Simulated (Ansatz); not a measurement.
**Elastic constant C11 of rhombohedral A7 As at several levels of theory**

No measured value is used here.

Task: Put these levels in order of the elastic constant C11 that they give for rhombohedral A7 As, smallest first: LDA (Ansatz, a program for electronic structure), PBE (Ansatz), PBEsol (Ansatz).

Result: PBE (116 GPa), PBEsol (143 GPa), LDA (151 GPa)

Unless a cell is named, each level is at its own relaxed cell (LDA 20.38, PBE 22.79, PBEsol 20.87 Å³/atom).

LDA, PBEsol, PBE: the cell comes from a level without a dispersion term, which matters for the spacing of layers, chains or molecules. Each level is taken at its own relaxed cell. Ansatz's density-functional and Hartree–Fock values are scalar-relativistic unless marked +SOC, with PAW data made under PBE.
